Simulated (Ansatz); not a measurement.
# BHS: the cost of one run

Method: def2-QZVPP, core rule «outside noble gas», up to 6 orbitals frozen; program: Ansatz 0.2.0, Gaussian basis.

Plan: UHF; ROHF; CCSD(T) on UHF.

2 further runs of the same task are left out: 2 set aside as unsound or not needed.

### 1 What is computed

The geometry is a PBE0/def2-TZVP stationary point (not a proven minimum) of the parent state, kept for this charge and spin.

3 atoms, charge 0, spin multiplicity 3.

Atoms are counted from 1 here; the program's logs count them from 0.

Bond lengths: B1–S2 1.598 Å, B1–H3 1.175 Å. Angles: S2–B1–H3 180.0°.

### 2 UHF

File in.yaml:

```yaml
crystal:
  periodic: [false, false, false]
  atoms:
    - {symbol: B, position_ang: [0.000000, 0.000000, 0.140933]}
    - {symbol: S, position_ang: [0.000000, 0.000000, -1.456867]}
    - {symbol: H, position_ang: [0.000000, 0.000000, 1.315933]}
basis:
  gaussian: {orbitals: "def2-QZVPP.json"}
magnetization: {spin_polarized: true, initial_magnetization: 2}
hamiltonian: {xc: hf}
output: {orbitals: {seedname: orbitals}}
```

Launch:

```bash
$ ansatz run in.yaml --threads 1 --pin off --events-out ev --progress --plain --max-ram 2393MiB
```

What time and memory should one allow on 1 thread of Arm Neoverse V1, shared host?

About 9.5 s, with a peak of 0.28 GiB.
